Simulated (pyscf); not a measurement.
H₃C–CH₃ + [H₃C–Al–Cl]• -> H₃C–Al(CH₃)–Cl + CH₃•, a substitution at C (doublet surface; C–C broken, Al–C formed). Optimised with ωB97X-D3(BJ)/def2-SVP in PySCF. Energies in kcal/mol from the separated reactants.

Small-basis levels: PySCF, no dispersion term, spherical d functions. Open shells are spin-unrestricted. 

Question: Quick HF/STO-3G single points give ΔE‡ = 63.5 kcal/mol and ΔE = -4.2 kcal/mol. What does ωB97M-D3(BJ)/def2-TZVP give, and how far is the quick result from it?

Answer: ωB97M-D3(BJ)/def2-TZVP gives ΔE‡ = 44.9 kcal/mol and ΔE = +10.4 kcal/mol. HF/STO-3G lies 18.6 kcal/mol over it in the barrier and 14.7 kcal/mol under it in the reaction energy, so on this step it does not hold to within 3.0 kcal/mol. ωB97M-D3(BJ)/def2-TZVP has limits of its own. One saddle was located; it need not be the lowest between these sides. The angle at the attacked C is 159°.
